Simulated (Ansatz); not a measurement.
A made-up structure of CH$_{5}$BN, doublet:

C1  (0.845, -0.885, 0.347)
B2  (0.036, 0.251, 0.474)
N3  (-0.863, 0.700, -0.680)
H4  (-0.914, 0.207, -1.571)
H5  (-1.465, 1.522, -0.624)
H6  (0.078, 0.849, 1.514)
H7  (0.878, -1.480, -0.529)
H8  (1.481, -1.231, 1.121)
(Å)

It is relaxed with PBE-D4/def2-SVP and then PBE0-D4/def2-TZVP (Ansatz 0.2.0). Atoms count as bonded within 1.22 times the sum of their covalent radii (H–H: 0.88 Å). The end point is not checked to be a true minimum.

Q: Does its bonding change? (A judgement: the text doesn't fix the answer.)

A: By the calculation: No: no bond forms or breaks.

Where it ends: The first stage lowers the energy by 0.61 eV in 6 steps. It ends as CH₅BN ([CH2][BH][NH2]):
| atom | x (Å) | y (Å) | z (Å) |
| --- | --- | --- | --- |
| C1 | 0.8693 | -0.9360 | 0.3181 |
| B2 | -0.0194 | 0.3037 | 0.4433 |
| N3 | -0.8373 | 0.7049 | -0.6193 |
| H4 | -0.8832 | 0.2135 | -1.4966 |
| H5 | -1.4344 | 1.5119 | -0.5768 |
| H6 | -0.0448 | 0.9652 | 1.4439 |
| H7 | 0.9099 | -1.5517 | -0.5787 |
| H8 | 1.5168 | -1.2789 | 1.1185 |

Labels in which every atom is bracketed show which atoms are joined, not bond orders.

For scale, one of the runs: PBE0-D4/def2-TZVP relaxation, 123 basis functions, launched by `ansatz run in.yaml --threads 2 --pin off --events-out ev --progress --plain --max-ram 4352MiB`. The run took about 20 s on 2 CPU threads of an Arm Neoverse N1 (shared host).
